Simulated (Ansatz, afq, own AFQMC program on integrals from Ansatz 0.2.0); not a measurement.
# Where AFQMC and coupled cluster stand for WHCl$_{2}$, quartet

```xyz
4

W     0.0000   -0.2634    0.0000
Cl    0.0000    0.7110   -2.0304
Cl    0.0000    0.7110    2.0304
H     0.0000   -1.9793    0.0000
```

Connectivity, by distances: Cl–WH–Cl.

Basis def2-SVP with its core potentials. Noble-gas cores (and the filled d shells of Ga–Kr and In–Xe) are frozen. Integrals, coupled cluster, full CI and functionals: Ansatz 0.2.0; the random walks run on the same integrals in our own AFQMC program. ph-AFQMC/CISD is guided by a CISD state made of CCSD amplitudes; releasing the constraint for a short imaginary time cuts its bias at the price of noise, slowly where states lie close. Error bars are statistical, one sigma. No spin–orbit coupling. The metal's outer-core s and p shells are frozen, which shifts wave-function levels against functionals.

Determinant: UHF, the one that the program's search chose, which needn't be the lowest solution. The geometry is a point of a scan.

No full CI on the walks' own integrals is used here; CCSDT(Q) serves as the reference and is uncertain by about the last step of the cluster series.

Cautions: no spin-orbit coupling; outer-core shells of the metal frozen; lower spins were not checked; higher spins were not checked; the released energies are still falling, so no released level is given (meV from the phaseless value at times in 1/Eh: -6 ± 5 at 0.24, -8 ± 4 at 0.48, -12 ± 8 at 0.80, -21 ± 7 at 1.20), though the last usable value meets CCSDT(Q) within the noise.

The T1 diagnostic is 0.0229, the weight of the determinant in the CISD state is 0.825 and the ⟨S²⟩ of the determinant is 3.788. The size of the correlated space is 21 electrons in 59 orbitals.

| level | correlation energy (eV) |
| --- | --- |
| MP2 | -10.3647 |
| CCSD | -11.2933 |
| CCSD(T) | -11.6286 |

(1) Estimate where phaseless AFQMC with a CISD trial lies against CCSD(T) on the same integrals.

(1) 1.41 ± 0.24 mEh below CCSD(T).

Reference: CCSDT(Q), correlation energy -11.688 eV.

| level | E − E(reference) (mEh) | share of correlation (%) |
| --- | --- | --- |
| CCSD(T) | 2.17 | 99.49 |
| CCSDT | 0.90 | 99.79 |
| ph-AFQMC/HF | -2.23 ± 0.97 | 100.52 |
| ph-AFQMC/CISD | 0.76 ± 0.24 | 99.82 |

A walk keeps the symmetry of its determinant, which the program's search chose and which needn't be the lowest solution, so a lower state of the same spin and another symmetry isn't excluded.
